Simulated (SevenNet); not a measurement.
**Antifluorite Mg2Ge**

Calculation: the machine-learned potential SevenNet-l3i5 (trained on PBE and PBE+U data).

Cell (relaxed at this level):

Space group Fm-3m (No. 225); a = 6.420 Å, b = 6.420 Å, c = 6.420 Å, α = 90.00°, β = 90.00°, γ = 90.00°

```json
[
 {"atom": "Mg", "site": "8c", "symmetry": "-43m", "x": "0.2500", "y": "0.2500", "z": "0.2500"},
 {"atom": "Ge", "site": "4a", "symmetry": "m-3m", "x": "0.0000", "y": "0.0000", "z": "0.0000"}
]
```
(The calculation used a cell of 3 atoms; values per cell refer to that cell.)

| Item | Result |
|---|---|
| equilibrium lattice constant a | 6.420 Å |
| equilibrium volume per atom | 22.05 Å³/atom |

Measured, for comparison: lattice constant a 6.385 Å, equilibrium volume per atom 21.69 Å³/atom (temperature not stated, not corrected to a static lattice; as tabulated in Grosch, Range, J. Alloys Compd. 235, 250 (1996)). Computed (rounded) less measured: lattice constant a +0.5 %, equilibrium volume per atom +1.7 %.

A machine-learned potential is trained on density-functional data: it inherits that level's misses and adds fitting errors of its own.
